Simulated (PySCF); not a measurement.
Species: ClH₄PSi.
SMILES: `Cl[SiH2]P`

Theory: EOM-EE-CCSD/aug-cc-pVDZ in PySCF, restricted Hartree–Fock reference, 15 core orbitals frozen, non-relativistic, gas phase, PBE0-D3(BJ)/def2-SVP geometry.

Q: What does EOM-EE-CCSD give for the lowest vertical excitations?

A: 
```tsv
state	E (eV)	λ (nm)	main singles (HF orbitals, share of the singles part)
singlet 1	6.56	189	HOMO→LUMO 27 %, HOMO→LUMO+4 17 %, HOMO→LUMO+10 11 %
singlet 2	6.71	185	HOMO→LUMO 37 %, HOMO→LUMO+13 18 %, HOMO→LUMO+2 9 %
singlet 3	7.01	177	HOMO→LUMO+1 25 %, HOMO→LUMO+7 23 %, HOMO→LUMO+2 15 %
singlet 4	7.14	174	HOMO→LUMO+2 19 %, HOMO→LUMO+1 17 %, HOMO→LUMO+4 15 %
triplet 1	5.79	214	HOMO→LUMO+9 13 %, HOMO→LUMO+10 13 %, HOMO→LUMO 12 %
triplet 2	5.95	208	HOMO→LUMO+15 19 %, HOMO→LUMO+4 17 %, HOMO→LUMO+7 12 %
```

Q: What is the vertical gap between the lowest excited singlet and the lowest triplet?

A: 6.56 − 5.79 = 0.77 eV (74 kJ/mol).

The first EOM-IP-CCSD ionisation energy is 10.03 eV, 2.89 eV above the highest singlet listed and 3.47 eV above the lowest.

T1 diagnostic 0.012. EOM-CCSD puts states of mainly double-excitation character too high. An iterative search for so few roots can pass over a low state.

Hardware: one thread of an AMD EPYC 7R43, on a shared host. Cost: 4.0 min wall, 1.4 GiB resident at most.

Shape of the structure used: `[PH2:1][SiH2:2][Cl:3]`: H–P1–Si2–Cl3 -76°, H–P1–Si2–Cl3 -169°.

One conformer stands for the species.
